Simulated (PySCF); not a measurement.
**LiP: from constants to spectrum**

UHF-CCSD(T) constants of LiP, ³Σ⁻ (triplet), unpaired electrons π ↑↑ (basis Li aug-pcseg-1, P aug-pcseg-1; no relativity; PySCF 2.14; masses 7.0160 and 30.9738 u):

* ωe: 446.8 cm⁻¹
* ωexe: 3.34 cm⁻¹
* Be: 0.52079 cm⁻¹
* αe: 0.00622 cm⁻¹
* D (centrifugal): 2.83e-06 cm⁻¹
* De to Li + P: 1.34 eV

Question: Give the vibrational terms G(v) and spacings up to v = 6.

Answer: G(v) = ωe(v+½) − ωexe(v+½)².

| v | G(v) (cm⁻¹) | G(v) − G(v−1) | Bv (cm⁻¹) |
| --- | --- | --- | --- |
| 0 | 222.6 |  | 0.5177 |
| 1 | 662.7 | 440.1 | 0.5115 |
| 2 | 1096.1 | 433.4 | 0.5052 |
| 3 | 1522.9 | 426.8 | 0.4990 |
| 4 | 1943.0 | 420.1 | 0.4928 |
| 5 | 2356.4 | 413.4 | 0.4866 |
| 6 | 2763.1 | 406.7 | 0.4804 |

Question: How well does the Morse estimate ωe²/(4ωexe) reproduce De, and what is D0?

Answer: It gives 1.85 eV, 138 % of the computed De. D0 = De − G(0) = 1.34 − 0.03 = 1.31 eV.

Correlated steps freeze 5 core orbitals. Correlated levels converge slowly with the basis: in double zeta they bind strong bonds too weakly, by up to about 1 eV, and carry superposition errors of some tenths. The state was picked by a PBE0 search and need not be the measured ground state.
